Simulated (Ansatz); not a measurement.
Write a Python script for Ansatz's Python interface that makes a ladder of methods at one geometry of C3H7NO, SMILES N=CCCO. Use (for the species named): Hartree-Fock, def2-SVP basis, multiplicity 1. The script varies functional: hf, blyp, lc_wpbe, cam_b3lyp.

`methods.py`
```python
# -*- coding: utf-8 -*-
"""One geometry of C3H7NO, method by method."""

from pathlib import Path

import ansatz as az
import numpy as np
from rdkit import Chem
from rdkit.Chem import AllChem


def main():
    # start geometry from RDKit
    rd = Chem.AddHs(Chem.MolFromSmiles("N=CCCO"))
    AllChem.EmbedMolecule(rd, randomSeed=928)
    AllChem.UFFOptimizeMolecule(rd)
    c3h7no = az.Crystal.molecule()
    for atom, xyz in zip(rd.GetAtoms(), rd.GetConformer().GetPositions()):
        c3h7no = c3h7no.atom(atom.GetSymbol(), xyz.round(5).tolist())

    calc = c3h7no.calculation().basis(gaussian="def2-SVP")

    print("functional    E (Ha)        dipole (D)   HOMO (eV)  LUMO (eV)")
    for name in ["hf", "blyp", "lc_wpbe", "cam_b3lyp"]:
        rep = calc.functional(name).forces().orbitals().run(runs_dir="runs").report
        lines = Path(rep["orbitals_path"]).read_text().splitlines()
        field_of = lambda key: [line.split("=")[1].strip() for line in lines if line.startswith(key)]
        orbitals = [(27.211386 * float(e), s, float(n)) for e, s, n in zip(field_of("Ene="), field_of("Spin="), field_of("Occup="))]
        homo = max(e for e, _, n in orbitals if n > 0.5)
        lumo = min(e for e, _, n in orbitals if n < 0.5)
        dipole = 4.803205 * np.linalg.norm(rep["charge_distribution"]["dipole_moment_e_ang"])
        print(f"{name:10s} {rep['free_energy_ev'] / 27.211386246:14.6f} {dipole:9.3f} {homo:11.3f} {lumo:10.3f}")


if __name__ == "__main__":
    main()
```

```console
$ python methods.py
functional    E (Ha)        dipole (D)   HOMO (eV)  LUMO (eV)
hf            -246.766341     0.901     -10.844      4.162
blyp          -248.181922     0.728      -5.163     -0.947
lc_wpbe       -248.133750     0.780      -9.732      2.505
cam_b3lyp     -248.161351     0.752      -8.321      1.289
```

Notes:
- Total energies depend on the basis set; only differences at equal settings carry meaning.
- The geometry is a force-field or estimated start, not a minimum of this method, and the basis set is short of its limit. A lower total doesn't mark the better method: functionals have no common bound, and MP2 and coupled cluster aren't variational.
- Levels such as HOMO and LUMO are orbital energies: with these approximate functionals they aren't the ionisation energy and electron affinity, and their gap isn't the fundamental gap.
- It ran for 15 s on 1 thread of Arm Neoverse V1 (shared host), peak memory 0.34 GiB.
